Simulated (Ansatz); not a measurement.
Input file:

```yaml
crystal:
  periodic: [false, false, false]
  atoms:
    - {symbol: Ti, position_ang: [0.000000, 0.000000, 0.000000]}
    - {symbol: C, position_ang: [0.000000, 0.000000, 1.578870]}
basis:
  gaussian: {orbitals: def2-SVP}
magnetization: {spin_polarized: true, initial_magnetization: 0}
correlation: {method: ccsdtq, electrons: outside_noble_gas}
```

```sh
$ ansatz run in.yaml --threads 2 --pin off --events-out ev --progress --plain --max-ram 24576MiB --backend cuda --devices 0, --max-vram 18GiB
```

Log:

```
866 factors; integrals over basis functions are off by at most 1.2e-7 eV
mean field evaluation 1: about -24087.9631 eV, gradient 5.6e1 eV
mean field evaluation 2: about -24088.0219 eV, gradient 5.5e1 eV
mean field evaluation 4: about -24104.2270 eV, gradient 7.7e0 eV
mean field evaluation 8: about -24104.9835 eV, gradient 1.1e0 eV
mean field evaluation 16: about -24105.3167 eV, gradient 1.3e-2 eV
mean field evaluation 32: about -24106.0935 eV, gradient 1.5e0 eV
mean field evaluation 64: about -24105.3558 eV, gradient 3.6e-1 eV
mean field evaluation 96: about -24106.4221 eV, gradient 7.9e-1 eV
mean field evaluation 128: about -24102.9156 eV, gradient 5.6e0 eV
mean field evaluation 160: about -24106.1563 eV, gradient 1.3e-2 eV
...
cycle  11  -6.54817213 eV  change    3.5e-7 eV  update   6.0e-7
cycle  12  -6.54817132 eV  change    8.2e-7 eV  update   5.4e-7
cycle  13  -6.54817131 eV  change    9.5e-9 eV  update   4.8e-7
cycle  14  -6.54817179 eV  change   -4.8e-7 eV  update   4.3e-7
cycle  15  -6.54817267 eV  change   -8.9e-7 eV  update   3.6e-7
cycle  16  -6.54817311 eV  change   -4.4e-7 eV  update   3.0e-7
cycle  17  -6.54817356 eV  change   -4.4e-7 eV  update   2.6e-7
cycle  18  -6.54817381 eV  change   -2.6e-7 eV  update   2.1e-7
cycle  19  -6.54817412 eV  change   -3.1e-7 eV  update   1.8e-7
cycle  20  -6.54817441 eV  change   -2.9e-7 eV  update   1.4e-7
WARN: the results are in doubt because among natural orbitals full CI differs from the method by +0.255 eV
Total energy: -24113.14527853 eV, -886.1417445089 hartree
In doubt: among natural orbitals full CI differs from the method by +0.255 eV
```

Ran on 2 threads of AMD EPYC 7R13 with a shared H100 80 GB, shared host: 62 s wall, 0.93 GiB peak host memory.
